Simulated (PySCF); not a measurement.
# A search over the determinants of BO

Unrestricted PBE0; basis B x2c-TZVPPall, O x2c-TZVPPall; spin-free X2C with a Gaussian nucleus; PySCF 2.14. Outer shells of the fragments: B 2s2 2p1; O 2s2 2p4.

Followed along the bond (rough minima from three points):

| 2Ms+1 | unpaired | ⟨S²⟩ at the start | R at minimum (Å) | Te (eV) |
| --- | --- | --- | --- | --- |
| 2 | σ ↑ | 0.77 | 1.20 | 0.00 |
| 4 | σ ↑, π ↑↑ | 3.75 | 1.41 | 5.54 |

Solutions found at the starting distance of 1.415 Å, counted from the lowest of them; the search is not exhaustive and high or unbound solutions are not listed, so other states can lie among these:

```
2Ms+1   unpaired   term  E (eV)  ⟨S²⟩  ⟨Lz²⟩  μ (D)
    2        σ ↑    ²Σ⁺    0.00  0.77   0.00  -2.88
    2        π ↑     ²Π    1.68  0.75   1.01   0.81
    4  σ ↑, π ↑↑  mixed    4.21  3.75   2.01  -0.53
    4  σ ↑, π ↑↑  mixed    4.66  3.75   2.00  -0.64
    2  σ ↑, π ↑↓  mixed    4.85  1.75   2.01  -0.70
    4  σ ↑↑, π ↑     ⁴Π    6.99  3.76   1.00  -0.29
    4  σ ↑↑, π ↑     ⁴Π    9.15  3.75   1.02  -3.09
```

A term symbol is given only where ⟨S²⟩ and ⟨Lz²⟩ are close to those of a pure state; real π, δ and φ orbitals otherwise mix terms. A positive dipole means B(−)O(+).

Compare the gap between the two lowest followed solutions at the starting distance with the gap between their minima.

At PBE0 the second solution (quartet, unpaired electrons σ ↑, π ↑↑) lies +4.21 eV from the first (doublet, unpaired electrons σ ↑) at 1.415 Å and +5.54 eV at the minima; the two curves relax by different amounts, since their minima lie near 1.41 and 1.20 Å.

Counting both spins, an empty level lies below a filled one in some of these solutions, because spin and occupation are held.
